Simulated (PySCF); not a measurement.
**Si2 (disilicon) at 5 levels**

Aim: a comparison of 5 runs (UHF/STO-3G, UHF/3-21G, U-wB97X/aug-cc-pVTZ, UBHLYP/aug-cc-pVTZ, USCS-MP2/aug-cc-pVTZ) of Si2 (disilicon). Input form: a Python script.

The results are computed with PySCF 2.14.0.

1 further run of the same task is left out (set aside as unsound or not needed).

**1. Starting point**

Si2 has 2 atoms, charge 0, and is taken as a triplet. As SMILES, `[Si]=[Si]`. The Si1–Si2 distance was set to 2.500 Å, away from the relaxed value.

Bond lengths: Si1–Si2 2.500 Å.

**2. A single-point energy at UHF/STO-3G (run 1)**

File input.py:

```python
from pyscf import gto

mol = gto.M(
    atom='''
Si     0.000000     0.000000    -0.616221
Si     0.000000     0.000000     4.108661
''',
    unit='bohr',
    spin=2,
    verbose=3,
    basis='sto-3g',
    charge=0,
    max_memory=1860,
)

mf = mol.UHF()
mf.conv_tol = 1e-10
mf.kernel()
if not mf.converged:
    mf = mf.newton().run(mf.mo_coeff, mf.mo_occ)

etot = mf.e_tot
print('E(%s) = %.9f' % ('HF', etot))
```

Command:

```bash
$ OMP_NUM_THREADS=1 python input.py
```

What it wrote:

```text
WARN: HOMO -0.0104732904843363 >= LUMO -0.0104732904843397

converged SCF energy = -570.95540956093  <S^2> = 2.0021989  2S+1 = 3.0014656
E(HF) = -570.955409561
```

Run time: 0.65 s. Hardware: 1 thread of Arm Neoverse V2, shared host; peak memory 0.12 GiB.

**3. A single-point energy at UHF/3-21G (run 2)**

File geometry.xyz:

```xyz
2

Si     0.000000     0.000000    -0.326090
Si     0.000000     0.000000     2.174210
```

File job.py:

```python
from pyscf import gto, scf

mol = gto.Mole()
mol.atom = 'geometry.xyz'
mol.basis = '3-21g'
mol.verbose = 3
mol.spin = 2
mol.max_memory = 1860
mol.charge = 0
mol.build()

calc0 = scf.UHF(mol)
calc0.conv_tol = 1e-10
calc0.kernel()
if not calc0.converged:
    calc0 = calc0.newton().run(calc0.mo_coeff, calc0.mo_occ)

etot = calc0.e_tot
print('E = %.10f Eh' % etot)
```

Command:

```bash
$ OMP_NUM_THREADS=1 python job.py
```

What it wrote:

```text
converged SCF energy = -574.708794508292  <S^2> = 2.0039942  2S+1 = 3.0026616
E = -574.7087945083 Eh
```

Wall time 0.54 s (1 thread of Arm Neoverse V2, shared host); peak memory 0.099 GiB.

Runs 3 to 4 aren't shown in full; the table further down has their settings and results.

**4. The energy at USCS-MP2/aug-cc-pVTZ (run 5)**

File calc.py:

```python
from pyscf import gto, scf, mp

molecule = gto.M(
    atom='''
Si     0.000000     0.000000    -0.616221
Si     0.000000     0.000000     4.108661
''',
    verbose=3,
    basis='aug-cc-pvtz',
    charge=0,
    unit='bohr',
    max_memory=1860,
    spin=2,
)

calc0 = scf.UHF(molecule)
calc0.conv_tol = 1e-10
calc0.kernel()
if not calc0.converged:
    calc0 = calc0.newton().run(calc0.mo_coeff, calc0.mo_occ)

pt = mp.MP2(calc0, frozen=10).run()
etot = calc0.e_tot + 1.2 * pt.e_corr_os + pt.e_corr_ss / 3
print('E = %.10f Eh' % etot)
```

Command:

```bash
$ OMP_NUM_THREADS=1 python calc.py
```

What it wrote:

```text
WARN: HOMO -0.119200890325592 >= LUMO -0.119200890325595

converged SCF energy = -577.762039635413  <S^2> = 2.0179647  2S+1 = 3.0119526
E(UMP2) = -577.927867218625  E_corr = -0.165827583212927
E(SCS-UMP2) = -577.926395342258  E_corr = -0.164355706845816
E = -577.9263953423 Eh
```

Wall time 3.3 s (1 thread of Arm Neoverse V2, shared host); peak memory 0.23 GiB.

**5. All runs side by side**

```
run                 level  integration grid  frozen core orbitals  energy (Eh)  dipole moment (D) of the reference  HOMO energy (eV)  LUMO energy (eV)  wall time
  1            UHF/STO-3G                 –                     –  -570.955410                                0.00             -2.25              5.57     0.65 s
  2             UHF/3-21G                 –                     –  -574.708795                                0.00             -7.51             -0.40     0.54 s
  3   U-wB97X/aug-cc-pVTZ                 5                     –  -578.830096                                0.00             -7.81             -1.69       19 s
  4    UBHLYP/aug-cc-pVTZ                 5                     –  -578.860806                                0.00             -6.54             -2.56       12 s
  5  USCS-MP2/aug-cc-pVTZ                 –                    10  -577.926395                                0.00             -7.84             -0.21      3.3 s
```

**6. What came out**

| quantity | value |
| --- | --- |
| run 5: total energy | -577.92640 Eh |
| run 5: dipole moment (Hartree–Fock density) | 0.00 D |
| run 5: HOMO energy (Hartree–Fock orbitals) (highest over α and β) | -7.84 eV |
| run 5: LUMO energy (Hartree–Fock orbitals) (lowest over α and β) | -0.21 eV |
| run 5: correlation energy (10 core orbitals frozen) | -164.4 mEh |
| run 5: ⟨S²⟩ of the reference determinant | 2.018 |

In words: Totals of different functionals can't be ranked against each other. In run 1 the basis is minimal, so the values are rough. All runs together took 35 s, the longest 19 s.
